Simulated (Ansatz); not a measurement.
Basis-set extrapolation for `Cl/C=C/CCl` (PBE0-D4/def2-TZVP geometry, frozen core, the Gaussian-basis code of Ansatz). Multiplicity 1, RHF reference.

|  | def2-TZVPP | def2-QZVPP |
| --- | --- | --- |
| HF | -1034.976068 | -1035.006787 |
| MP2 correlation | -0.868658 | -0.939127 |
| CCSD(T) correlation | -0.962723 | not run |

Energies in hartree. Use E(X) = E(∞) + A·exp(−7.88·√X) for Hartree–Fock and E(X) = E(∞) + B·X^(−2.97) for correlation, with X = 3 and 4, and add CCSD(T) minus MP2 of the smaller set to the MP2 limit.

**Question.** What is the CCSD(T) energy at the basis-set limit?

**Answer.** HF limit: -1035.006787 + (-0.030719) × 0.13774 = -1035.01102. MP2 limit: -0.939127 + (-0.070469) × 0.74074 = -0.99133. Higher-order term: -0.962723 − (-0.868658) = -0.09406. Total: -1036.09641 hartree, 98.9 kcal/mol below CCSD(T)/def2-TZVPP.
